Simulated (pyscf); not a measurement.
PySCF, gas phase, ωB97X-D3(BJ)/def2-SVP geometries.

Problem. Estimate by transition-state theory the rate constant of H₂B–Cl + HF → F–BH–Cl + H₂ (singlet surface; B–H, F–H broken, B–F, H–H formed) at 900 K, with ωB97M-D3(BJ)/def2-TZVP energies (ideal gas, 1 atm, RRHO with modes under 100 cm⁻¹ raised to 100, one conformer, R ln 2 for chiral ones without a mode under 150 cm⁻¹; no tunnelling).

Solution. The electronic barrier is 14.4 kcal/mol and the thermal terms add +28.6, so ΔG‡ = 43.0 kcal/mol. With k_BT/h = 1.88e+13 s⁻¹ and RT = 1.788 kcal/mol, and a volume of 1.23e-19 cm³ per molecule at 1 atm, k = 8.5e-17 cm³ molecule⁻¹ s⁻¹. Wigner's tunnelling factor for 1217i cm⁻¹ would be 1.16. A shift of 1 kcal/mol in the barrier changes k by a factor 1.7. The same reactants have a lower exit, to H₂B–F + HCl (barrier +7.4 kcal/mol at ωB97M-D3(BJ)/def2-TZVP, against +14.4 kcal/mol here). One saddle was located; it need not be the lowest between these sides.
